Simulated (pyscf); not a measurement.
Structures and frequencies: ωB97X-D3(BJ)/def2-SVP in PySCF.

Task: SnH₂ [singlet] + ammonia (NH₃) + hydrogen (H₂) -> SnH₄ + ammonia (NH₃)
Surface: singlet. Broken: H–N, H–H. Formed: H–Sn, H–Sn, H–N. Give ΔE‡ and ΔE from ωB97M-D3(BJ)/def2-TZVP, relative to the separated reactants.

Result: ΔE‡ = 43.7 kJ/mol, ΔE = -95.5 kJ/mol. Zero-point energy shifts the barrier by +30.3 kJ/mol. It is a multi-bond step, with an imaginary mode of 232i cm⁻¹. On the reactant side the descent ends in a bound adduct, 38.2 kJ/mol under the separated species and 75.3 kJ/mol under the saddle at ωB97X-D3(BJ)/def2-TZVP. One saddle was located; it need not be the lowest between these sides. Elements past Kr carry the def2 core potentials, without spin-orbit coupling.
